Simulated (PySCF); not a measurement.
PH6N3O

The system: PH6N3O, a small molecule; neutral, singlet. The structure, one conformer, was relaxed in the gas phase by PBE0-D3(BJ)/def2-SVP. No frequency run checks that it is a minimum.

SMILES: NP(N)(N)=O

Coordinates in Å:
```
N1     -1.125   -1.078   -0.376
P2     -0.091   -0.054    0.460
N3      1.364   -0.569   -0.211
N4     -0.145    1.516   -0.104
O5     -0.366   -0.109    1.920
H6     -2.028   -1.182    0.075
H7     -1.208   -0.946   -1.378
H8      1.491   -1.576   -0.156
H9      2.180   -0.084    0.153
H10     0.365    1.812   -0.925
H11    -0.406    2.240    0.551
```

Shieldings: GIAO PBE0/pcSseg-2. Shifts are against computed references at the same level: H TMS (σ 31.24 ppm). Core levels by delta-SCF with SCAN, pcX-2 on the ionised atom and pcseg-1 elsewhere, spin-free X2C (2p3/2 is the spin-free 2p value less a third of a first-order spin-orbit splitting); from the vacuum level, for chosen atoms.

Q: Give the shieldings and core levels atom by atom.

A: 
```json
{"atoms": "N1", "bonded to": "1 P + 2 H", "σ (ppm)": "199.1", "δ (ppm)": "-", "core level (eV)": "1s 405.26"}
{"atoms": "P2", "bonded to": "3 N + 1 O", "σ (ppm)": "297.8", "δ (ppm)": "-", "core level (eV)": "2p3/2 138.76"}
{"atoms": "N3", "bonded to": "1 P + 2 H", "σ (ppm)": "193.7", "δ (ppm)": "-", "core level (eV)": "1s 405.44"}
{"atoms": "N4", "bonded to": "1 P + 2 H", "σ (ppm)": "205.5", "δ (ppm)": "-", "core level (eV)": "1s 405.27"}
{"atoms": "O5", "bonded to": "1 P", "σ (ppm)": "186.9", "δ (ppm)": "-", "core level (eV)": "1s 536.06"}
{"atoms": "H6", "bonded to": "1 N", "σ (ppm)": "29.21", "δ (ppm)": "2.04", "core level (eV)": "-"}
{"atoms": "H7", "bonded to": "1 N", "σ (ppm)": "29.50", "δ (ppm)": "1.75", "core level (eV)": "-"}
{"atoms": "H8", "bonded to": "1 N", "σ (ppm)": "29.26", "δ (ppm)": "1.99", "core level (eV)": "-"}
{"atoms": "H9", "bonded to": "1 N", "σ (ppm)": "29.66", "δ (ppm)": "1.58", "core level (eV)": "-"}
{"atoms": "H10", "bonded to": "1 N", "σ (ppm)": "29.10", "δ (ppm)": "2.15", "core level (eV)": "-"}
{"atoms": "H11", "bonded to": "1 N", "σ (ppm)": "28.99", "δ (ppm)": "2.25", "core level (eV)": "-"}
```

Values are those of this one static structure; atoms that internal rotation interchanges would show their mean in an NMR spectrum.

Q: By CAM-B3LYP/def2-SVPD (TDDFT singlets, Tamm-Dancoff triplets, ionisation by delta-SCF), where does absorption start, and what does vertical ionisation take?

A: The lowest singlet lies at 6.90 eV (f 0.009), the strongest of the first 6 at 7.85 eV (f 0.065), the lowest triplet at 6.59 eV; vertical ionisation takes 9.98 eV.
